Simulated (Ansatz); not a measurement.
A calculation with Ansatz (development build ahead of 0.2.0).

```yaml
crystal:
  periodic: [false, false, false]
  atoms:
    - { symbol: O, position_ang: [0.00065, 0.8296, -0.71114] }
    - { symbol: H, position_ang: [0.00328, 1.59843, -0.10101] }
    - { symbol: Cl, position_ang: [0.00638, -0.49163, 0.336] }
basis:
  gaussian: { orbitals: cc-pVDZ }
hamiltonian:
  xc: hf
correlation:
  method: mp2
  frozen_orbitals: { Cl: 5, H: 0, O: 1 }
```

The input is written out in the form of the current development build from the run's settings.

Output:

```
Converged                       : yes
Reference energy                : -534.87238 hartree
Correlation energy              : -0.32906 hartree
Total energy                    : -535.20144 hartree
Spin squared of the determinant : 0.000
```
